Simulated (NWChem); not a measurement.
System: SiH4; SMILES [SiH4]

The following NWChem deck was run.

```
start job
memory heap 200 mb stack 900 mb global 1100 mb
geometry units angstroms noautosym nocenter noautoz
  Si     0.000000     0.000000     0.000000
  H     -0.857218     0.857218     0.857267
  H      0.857218    -0.857218     0.857267
  H      0.857218     0.857218    -0.857267
  H     -0.857218    -0.857218    -0.857267
end
basis spherical
  Si library def2-svpd
  H library def2-svpd
end
dft
  xc b3lyp
  iterations 150
end
tddft
  cis
  nroots 6
  notriplet
end
task tddft energy
```

Output (shortened):

```
             Northwest Computational Chemistry Package (NWChem) 7.3.0
             --------------------------------------------------------

                             Geometry "geometry" -> ""
                             -------------------------

 Output coordinates in angstroms (scale by  1.889725989 to convert to a.u.)

  No.       Tag          Charge          X              Y              Z
 ---- ---------------- ---------- -------------- -------------- --------------
    1 Si                  14.0000     0.00000000     0.00000000     0.00000000
    2 H                    1.0000    -0.85721800     0.85721800     0.85726700
    3 H                    1.0000     0.85721800    -0.85721800     0.85726700
    4 H                    1.0000     0.85721800     0.85721800    -0.85726700
    5 H                    1.0000    -0.85721800    -0.85721800    -0.85726700

 Effective nuclear repulsion energy (a.u.)      21.2680580669

                                 NWChem DFT Module
                                 -----------------

 Summary of "ao basis" -> "ao basis" (spherical)
 ------------------------------------------------------------------------------
       Tag                 Description            Shells   Functions and Types
 ---------------- ------------------------------  ------  ---------------------
 Si                        def2-svpd                10       24   5s3p2d
 H                         def2-svpd                 4        8   2s2p

            General Information
            -------------------
          SCF calculation type: DFT
          Wavefunction type:  closed shell.
          No. of atoms     :     5
          No. of electrons :    18
           Alpha electrons :     9
            Beta electrons :     9
          Charge           :     0
          Spin multiplicity:     1
          Use of symmetry is: off; symmetry adaption is: off
          Maximum number of iterations: 150
          AO basis - number of functions:    56
                     number of shells:    26
          Convergence on energy requested:  1.00D-06
          Convergence on density requested:  1.00D-05
          Convergence on gradient requested:  5.00D-04

              XC Information
              --------------
                         B3LYP Method XC Potential
                     Hartree-Fock (Exact) Exchange  0.200
                        Slater Exchange Functional  0.800 local
                    Becke 1988 Exchange Functional  0.720 non-local
              Lee-Yang-Parr Correlation Functional  0.810
                  VWN I RPA Correlation Functional  0.190 local

             Grid Information
             ----------------
          Grid used for XC integration:  medium
          Radial quadrature: Mura-Knowles
          Angular quadrature: Lebedev.
          Tag              B.-S. Rad. Rad. Pts. Rad. Cut. Ang. Pts.
          ---              ---------- --------- --------- ---------
          Si                  1.10       88           7.0       590
          H                   0.35       45           8.0       434
          Grid pruning is: on
          Number of quadrature shells:   268
          Spatial weights used:  Erf1

      Superposition of Atomic Density Guess
      -------------------------------------

 Sum of atomic energies:        -290.73598912

      Non-variational initial energy
      ------------------------------

 Total energy =    -290.940267
 1-e energy   =    -444.338591
 2-e energy   =     132.130266
 HOMO         =      -0.431139
 LUMO         =       0.061921

   convergence    iter        energy       DeltaE   RMS-Dens  Diis-err
 ---------------- ----- ----------------- --------- --------- ---------
 d= 0,ls=0.0,diis     1   -291.8013736306 -3.13D+02  8.25D-03  7.95D-02
 d= 0,ls=0.0,diis     2   -291.8114807214 -1.01D-02  2.33D-03  4.32D-03
 d= 0,ls=0.0,diis     3   -291.8123283110 -8.48D-04  7.12D-04  9.09D-04
 d= 0,ls=0.0,diis     4   -291.8124897791 -1.61D-04  6.47D-05  1.77D-06
 d= 0,ls=0.0,diis     5   -291.8124900702 -2.91D-07  4.92D-06  1.00D-08

         Total DFT energy =     -291.812490070178
      One electron energy =     -445.390049209581
           Coulomb energy =      154.691933971972
    Exchange-Corr. energy =      -22.382432899433
 Nuclear repulsion energy =       21.268058066864

 Numeric. integr. density =       17.999990620928

[...]

                                NWChem TDDFT Module
                                -------------------

            General Information
            -------------------
           No. of orbitals :     112
            Alpha orbitals :      56
             Beta orbitals :      56
        Alpha frozen cores :       0
         Beta frozen cores :       0
     Alpha frozen virtuals :       0
      Beta frozen virtuals :       0
         Spin multiplicity :       1
    Number of AO functions :      56
        Use of symmetry is : off
      Symmetry adaption is : off
         Schwarz screening :  0.10D-07

              XC Information
              --------------
                  B3LYP Method XC Potential
              Hartree-Fock (Exact) Exchange   0.20
                 Slater Exchange Functional   0.80 local
             Becke 1988 Exchange Functional   0.72 non-local
       Lee-Yang-Parr Correlation Functional   0.81
           VWN I RPA Correlation Functional   0.19 local

             TDDFT Information
             -----------------
          Calculation type : Tamm-Dancoff TDDFT
         Wavefunction type : Restricted singlets
          No. of electrons :      18
           Alpha electrons :       9
            Beta electrons :       9
              No. of roots :       6
          Max subspacesize :    5200
            Max iterations :     100
               Target root :       1
           Target symmetry : none
      Symmetry restriction : off
                 Algorithm : Optimal
        Davidson threshold :  0.10D-03

    6 smallest eigenvalue differences (eV)
--------------------------------------------------------
  No. Spin  Occ  Vir  Irrep   E(Occ)    E(Vir)   E(Diff)
--------------------------------------------------------
    1    1    9   10 a        -0.354     0.010     9.918
    2    1    8   10 a        -0.354     0.010     9.918
    3    1    7   10 a        -0.354     0.010     9.918
    4    1    9   11 a        -0.354     0.032    10.520
    5    1    9   12 a        -0.354     0.032    10.520
    6    1    8   11 a        -0.354     0.032    10.520
--------------------------------------------------------

  Entering Davidson iterations
  Restricted singlet excited states

  Iter   NTrls   NConv    DeltaV     DeltaE      Time
  ----  ------  ------  ---------  ---------  ---------
    1      6       0     0.85E-01   0.10+100        1.8
    2     12       0     0.22E-01   0.29E-01        1.9
    3     18       0     0.26E-01   0.24E-01        1.8
    4     24       1     0.23E-02   0.12E-02        2.0
    5     29       1     0.40E-03   0.15E-04        1.7
    6     34       6     0.25E-04   0.28E-06        1.6
  ----  ------  ------  ---------  ---------  ---------
  Convergence criterion met

  Ground state a        -291.812490070178 a.u.

  ----------------------------------------------------------------------------
  Root   1 singlet a              0.330613681 a.u.                8.9965 eV
  ----------------------------------------------------------------------------
     Transition Moments    X -0.54724   Y -0.50663   Z -0.00000
     Dipole Oscillator Strength                    0.1225790748
     Electric Quadrupole                           0.0000003840
     Magnetic Dipole                               0.0000000000
     Total Oscillator Strength                     0.1225794587

     Occ.    7  a   ---  Virt.   12  a       -0.09480
     Occ.    9  a   ---  Virt.   10  a       -0.98993
     Occ.    9  a   ---  Virt.   13  a       -0.09460
  ----------------------------------------------------------------------------
  Root   2 singlet a              0.330613681 a.u.                8.9965 eV
  ----------------------------------------------------------------------------
     Transition Moments    X -0.50663   Y  0.54724   Z  0.00000
     Dipole Oscillator Strength                    0.1225790746
     Electric Quadrupole                           0.0000003840
     Magnetic Dipole                               0.0000000000
     Total Oscillator Strength                     0.1225794586

     Occ.    7  a   ---  Virt.   11  a        0.09480
     Occ.    8  a   ---  Virt.   10  a        0.98993
     Occ.    8  a   ---  Virt.   13  a       -0.09460
  ----------------------------------------------------------------------------
  Root   3 singlet a              0.330621300 a.u.                8.9967 eV
  ----------------------------------------------------------------------------
     Transition Moments    X -0.00000   Y  0.00000   Z -0.74573
     Dipole Oscillator Strength                    0.1225752028
     Electric Quadrupole                           0.0000003838
     Magnetic Dipole                               0.0000000000
     Total Oscillator Strength                     0.1225755867

     Occ.    7  a   ---  Virt.   10  a       -0.99005
     Occ.    8  a   ---  Virt.   11  a       -0.09471
     Occ.    9  a   ---  Virt.   12  a       -0.09471
  ----------------------------------------------------------------------------
  Root   4 singlet a              0.336733159 a.u.                9.1630 eV
  ----------------------------------------------------------------------------
     Transition Moments    X  0.00000   Y -0.00000   Z  0.00001
     Dipole Oscillator Strength                    0.0000000000
     Electric Quadrupole                           0.0000000000
     Magnetic Dipole                               0.0000066825
     Total Oscillator Strength                     0.0000066826

[...]
```

Level: B3LYP/def2-SVPD, TDA. All runs use the structure optimised with PBE0-D3(BJ)/def2-TZVP.
